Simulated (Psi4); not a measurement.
**CH4 (methane): methods side by side**

CH4: 5 atoms, total charge 0, spin state singlet. SMILES: `C`. The shape was relaxed beforehand at PBE0/def2-TZVP.

Quantity: the HOMO–LUMO gap, in eV. The values are calculated.

| level | kind | program | value (eV) | CPU time |
| --- | --- | --- | --- | --- |
| PBE-D4/def2-TZVPP (density fitting) | GGA | Psi4 | 10.36 | 28 s |
| r2SCAN-D4/def2-TZVPP (density fitting) | meta-GGA | Psi4 | 11.80 | 57 s |
| B3LYP-D4/def2-TZVPP (density fitting) | global hybrid | Psi4 | 12.06 | 29 s |
| PBE0-D4/def2-TZVPP (density fitting) | global hybrid | Psi4 | 12.68 | 26 s |
| wB97M-V/def2-TZVPP (density fitting) | range-separated hybrid | Psi4 | 16.51 | 70 s |

The values span 10.36 to 16.51 eV. Orbital gaps aren't excitation energies; they tend to grow with the share of exact exchange. Times are those of the runs behind each value, whatever else they computed, on shared processors of several kinds: orders of magnitude only.
